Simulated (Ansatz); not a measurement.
`[F][Al]([F])[F]`, charge 0, multiplicity 1.

Question: Give a relaxed structure at PBE0-D4/def2-TZVP (Ansatz). (Best estimate.)

Answer: Computed: 
Z-matrix (Å, degrees):
```
Al
F 1 1.629
F 1 1.629 2 120.0
F 1 1.629 2 120.0 3 -180.0
```
Point group D3h.
